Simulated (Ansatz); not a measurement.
# C (within 0.1 Å of R-3m, No. 166, 2 atoms in the cell; start mp-169; another form than the element's usual one)

All values below come from HSE06 (plane waves, PAW; Ansatz, an electronic-structure program).

Run with plane-wave cutoff 500 eV, 10×10×6 k mesh (along the axes of the cell as run), gaussian smearing 0.02 eV, scalar-relativistic PAW data made under PBE.

Cell (relaxed at this level):

C has the trigonal space group R-3m, hexagonal axes (No. 166), Pearson symbol hR2. Conventional cell: a = b = 2.4495 Å, c = 12.5514 Å, α = β = 90.00°, γ = 120.00°. C on 6c sees 3 C at 1.414 Å (trigonal planar). (Neighbours: up to the widest gap in distance over summed covalent radii, below 1.35, at either atom.)
(The calculation used a cell of 2 atoms; values per cell refer to that cell.)

For C (within 0.1 Å of R-3m, No. 166, 2 atoms in the cell; start mp-169; another form than the element's usual one), the band gap comes out as 2.26 eV (on the SCF k mesh).

Note: the cell comes from a level without a dispersion term, which matters for the spacing of layers, chains or molecules.

Static lattice: no zero-point or thermal effects.

It cost about 15 core-minutes (a rough figure) of CPU time.

A start named mp-… is a Materials Project structure, which need not be a measured phase.
